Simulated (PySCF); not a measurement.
# Curvature of the energy in the electron number along group 15

Calculated with PySCF 2.14, in aug-cc-pVTZ, non-relativistic, aug-cc-pV(T+d)Z, non-relativistic, aug-cc-pVTZ-PP with ECP10MDF, ECP, aug-cc-pVTZ-PP with ECP28MDF, ECP, aug-cc-pVTZ-PP with ECP60MDF, ECP: one orbital is emptied in steps, and each cell gives the departure of E from the straight line at half an electron, in eV (from a cubic fit). The exact functional gives zero.

```csv
species,orbital,LDA,PBE,r2SCAN,PBE0,BHandHLYP,LC-wPBE,wB97X,UHF
N,2p alpha,-1.70,-1.64,-1.47,-1.14,-0.64,-0.42,-0.47,0.37
P,3p alpha,-1.09,-1.06,-0.97,-0.75,-0.46,-0.07,-0.15,0.18
Sb,5p alpha,-0.92,-0.89,-0.83,-0.63,-0.40,-0.01,-0.08,0.12
Bi,6p alpha,-0.89,-0.86,-0.79,-0.61,-0.40,0.00,-0.07,0.11
```

**Question.** Estimate the missing row, As.

**Answer.** The calculation gives LDA -1.03; PBE -1.00; r2SCAN -0.93; PBE0 -0.71; BHandHLYP -0.45; LC-wPBE -0.05; wB97X -0.12; UHF 0.15.

**Question.** How does the mean departure depend on the functional?

**Answer.** LDA -1.12 eV; PBE -1.09 eV; r2SCAN -1.00 eV; PBE0 -0.77 eV; BHandHLYP -0.47 eV; LC-wPBE -0.11 eV; wB97X -0.18 eV; UHF 0.19 eV. Semilocal functionals are convex (delocalisation error), Hartree-Fock is concave or straight, and exact exchange removes curvature roughly in proportion to its share, so among the functionals the range-separated hybrids usually come closest to zero.

No spin-orbit coupling is included.
